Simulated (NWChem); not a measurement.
System: BeH cation; SMILES [BeH+]

All runs: NWChem. Medium grid unless said otherwise, to which SCAN and Minnesota functionals are sensitive. Structure relaxed at the PBE-D3(BJ)/def2-SVP level.

For level HCTH/407/def2-TZVP:

```yaml
highest occupied level (eV): -15.97
orbital gap (eV): 4.16
```

### Question
How do the values read with level M06/def2-TZVP instead?

### Answer
| Item | Value |
|---|---|
| highest occupied level (eV) | -16.92 |
| orbital gap (eV) | 6.35 |
